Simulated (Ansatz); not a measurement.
**Scan of [H···H···BH₂], doublet**

All five atoms lie in one plane.

Starting geometry:

| atom | x (Å) | y (Å) | z (Å) |
| --- | --- | --- | --- |
| H | -2.2119 | 0.0000 | 0.0000 |
| H | -1.4669 | 0.0000 | 0.0000 |
| B | 0.2091 | 0.0000 | 0.0000 |
| H | 0.7182 | 0.0000 | 1.0770 |
| H | 0.7182 | 0.0000 | -1.0770 |

From there H2 is moved from one fragment to the other while all else, the fragments' distance too, stays fixed; atoms are numbered as listed. Energies are in kcal/mol, counted from the starting geometry at the same level.

Basis 6-31G; Ansatz 0.2.0. Only valence electrons are correlated (noble-gas cores frozen). Prefix R: restricted or restricted open-shell reference; prefix U: unrestricted. Active spaces: valence = (7e, 8o) chosen from the atoms' valence shells.

Runs in a small pair space aren't shown, since their orbitals change along the scan.

Full CI is exact within this basis and frozen core; it isn't the basis-set limit. The frozen core follows each run's orbitals, which can shift R against U totals by a few meV.

```json
{"distance H1-H2 (Å)": "0.693", "full CI": "1.8", "unpaired electrons (full CI)": "1.02", "error UMP2": "-0.3", "error UCCSD": "0.0", "error UCCSDT": "0.0", "error RCCSDT(Q)": "0.0", "error UCCSDTQ": "0.0", "error MRCISD+Q (valence space)": "0.0"}
{"distance H1-H2 (Å)": "0.745", "full CI": "0.0", "unpaired electrons (full CI)": "1.02", "error UMP2": "0.0", "error UCCSD": "0.0", "error UCCSDT": "0.0", "error RCCSDT(Q)": "0.0", "error UCCSDTQ": "0.0", "error MRCISD+Q (valence space)": "0.0"}
{"distance H1-H2 (Å)": "0.817", "full CI": "-0.2", "unpaired electrons (full CI)": "1.02", "error UMP2": "0.4", "error UCCSD": "0.1", "error UCCSDT": "0.0", "error RCCSDT(Q)": "0.0", "error UCCSDTQ": "0.0", "error MRCISD+Q (valence space)": "0.0"}
{"distance H1-H2 (Å)": "0.890", "full CI": "0.3", "unpaired electrons (full CI)": "1.02", "error UMP2": "0.6", "error UCCSD": "0.1", "error UCCSDT": "0.0", "error RCCSDT(Q)": "0.0", "error UCCSDTQ": "0.0", "error MRCISD+Q (valence space)": "0.0"}
{"distance H1-H2 (Å)": "0.962", "full CI": "0.3", "unpaired electrons (full CI)": "1.02", "error UMP2": "0.3", "error UCCSD": "0.1", "error UCCSDT": "0.0", "error RCCSDT(Q)": "0.0", "error UCCSDTQ": "0.0", "error MRCISD+Q (valence space)": "0.0"}
{"distance H1-H2 (Å)": "1.034", "full CI": "-0.6", "unpaired electrons (full CI)": "1.02", "error UMP2": "-0.3", "error UCCSD": "0.1", "error UCCSDT": "0.0", "error RCCSDT(Q)": "0.0", "error UCCSDTQ": "0.0", "error MRCISD+Q (valence space)": "0.0"}
{"distance H1-H2 (Å)": "1.106", "full CI": "-2.2", "unpaired electrons (full CI)": "1.02", "error UMP2": "-1.1", "error UCCSD": "0.1", "error UCCSDT": "0.0", "error RCCSDT(Q)": "0.0", "error UCCSDTQ": "0.0", "error MRCISD+Q (valence space)": "0.0"}
{"distance H1-H2 (Å)": "1.179", "full CI": "-3.6", "unpaired electrons (full CI)": "1.02", "error UMP2": "-1.8", "error UCCSD": "0.0", "error UCCSDT": "0.0", "error RCCSDT(Q)": "0.0", "error UCCSDTQ": "0.0", "error MRCISD+Q (valence space)": "0.0"}
{"distance H1-H2 (Å)": "1.251", "full CI": "-3.6", "unpaired electrons (full CI)": "1.01", "error UMP2": "-2.4", "error UCCSD": "0.0", "error UCCSDT": "0.0", "error RCCSDT(Q)": "0.0", "error UCCSDTQ": "0.0", "error MRCISD+Q (valence space)": "0.0"}
```

Unpaired electrons are Σ n²(2−n)² over natural occupations. Errors are those of relative energies. In total energy the starting point itself misses full CI by: UMP2 14.3, UCCSD 0.8, UCCSDT 0.0, RCCSDT(Q) 0.0, UCCSDTQ 0.0, MRCISD+Q (valence space) 0.2 kcal/mol.

Spread of the error over the points with a reference, to 1.251 Å (largest less smallest): UCCSDTQ 0.0, RCCSDT(Q) 0.0, UCCSDT 0.0, MRCISD+Q (valence space) 0.1, UCCSD 0.2, UMP2 2.9 kcal/mol.
